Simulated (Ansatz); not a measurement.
The cluster Li₃H₃. Total charge 0; triplet. Geometry PBE-D4/def2-TZVPD, that of the charge -1 doublet; atoms count from 1.

```xyz
6

Li    0.0069   -0.2910   -1.7476
Li   -1.5584   -0.0183    0.8431
Li    0.8594    0.1477    0.5034
H    -0.5696   -0.9992   -0.2386
H    -0.2493    0.7333    1.7767
H     1.5109    0.4276   -1.1370
```

At PBE0-D4/def2-TZVPD a singlet of charge 0 lies 3.55 eV below the triplet at the same geometry. The structure comes from a short search, and lower isomers may exist.

**Question.** Estimate the Mulliken populations from the PBE0/def2-TZVPD orbitals of Ansatz.

**Answer.** 
| atom | charge (e) | spin (α − β) |
| --- | --- | --- |
| Li1 | 0.43 | 0.47 |
| Li2 | 0.43 | 0.47 |
| Li3 | 0.84 | 0.08 |
| H4 | -0.67 | 0.33 |
| H5 | -0.51 | 0.33 |
| H6 | -0.51 | 0.33 |
Mulliken values and Mayer orders depend strongly on the basis. With diffuse functions, as here, like atoms can get unlike values, and bond orders can come out too low or too high.

**Question.** Where does the spin sit?

**Answer.** Summed by element: Li 1.01, H 0.99, of 2 unpaired in all. Largest on single atoms: Li2 0.47, Li1 0.47, H5 0.33.

**Question.** And the Mayer bond orders between bonded heavy atoms (over 0.3)?

**Answer.** Li1–Li2 0.40 (3.04 Å).
